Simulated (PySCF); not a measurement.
Compound: butyronitrile, C4H7N.
Geometry (GFN2-xTB, Å), atoms numbered from 1 in this order:
```
atom  x, y, z in Å
C1    -1.2720   -0.4966   -0.3345
C2    -0.4172    0.3524    0.5981
C3     0.9513    0.6708   -0.0194
C4     1.7254   -0.5286   -0.2117
N5     2.3300   -1.4882   -0.3554
H6    -2.2289   -0.7214    0.1297
H7    -1.4588    0.0280   -1.2697
H8    -0.7703   -1.4350   -0.5610
H9    -0.2702   -0.1751    1.5432
H10   -0.9276    1.2938    0.8127
H11    1.5177    1.3422    0.6327
H12    0.8219    1.1570   -0.9908
```

Theory: TDDFT CAM-B3LYP/def2-SVPD, vertical, gas phase, core orbitals frozen in the response in PySCF.

Frontier orbitals with the atoms that hold most of them (Löwdin shares over 4%, at most four atoms; ? is withheld):

```
orbital  ε (eV)                            atoms
 HOMO-3  -11.81   N5 50%, C4 12%, C1 10%, C2 10%
 HOMO-2  -11.54   C2 21%, N5 19%, C1 17%, H10 9%
 HOMO-1  -10.80                                ?
   HOMO       ?    N5 40%, C4 29%, C3 11%, C2 8%
   LUMO    1.01                                ?
 LUMO+1    1.83   C1 22%, H11 16%, H7 10%, H6 9%
 LUMO+2    1.87  C4 19%, H12 15%, C3 12%, N5 11%
```

**Question.** Which atoms hold the LUMO, and with what shares?

**Answer.** C3 (bonded to 2 C and 2 H) 18%; C2 (bonded to 2 C and 2 H) 14%; C4 (bonded to C and N) 11%; C1 (bonded to C and 3 H) 10%.

**Question.** Which atoms hold the HOMO-1, and with what shares?

**Answer.** N5 (bonded to C) 42%; C4 (bonded to C and N) 31%; C3 (bonded to 2 C and 2 H) 10%; H12 (bonded to C) 5%. By element: nitrogen 42%, carbon 42% or more, hydrogen 5% or more.

**Question.** What is the HOMO energy, and the HOMO–LUMO gap?

**Answer.** ε(HOMO) = -10.77 eV; the gap is 11.78 eV (0.4330 hartree).

**Question.** The HOMO–LUMO gap is 11.78 eV. Where does the response calculation put the lowest singlet, and from which orbitals?

**Answer.** S1 is at 7.85 eV (f = 0.0000), 3.93 eV below the gap, made of HOMO→LUMO+3 (20%), HOMO-1→LUMO+5 (18%), HOMO-1→LUMO (13%). 

Next come S2 at 8.17 eV (f 0.0061), HOMO→LUMO+3 (18%), HOMO→LUMO (17%), HOMO-1→LUMO+4 (12%); S3 at 8.20 eV (f 0.0015), HOMO-1→LUMO+3 (17%), HOMO→LUMO+4 (15%), HOMO→LUMO+2 (13%); S4 at 8.93 eV (f 0.0042), HOMO→LUMO (38%), HOMO-1→LUMO (17%), HOMO→LUMO+2 (13%); S5 at 8.96 eV (f 0.018), HOMO-1→LUMO (40%), HOMO→LUMO (23%), HOMO-1→LUMO+2 (18%).

One conformer stands for the species.
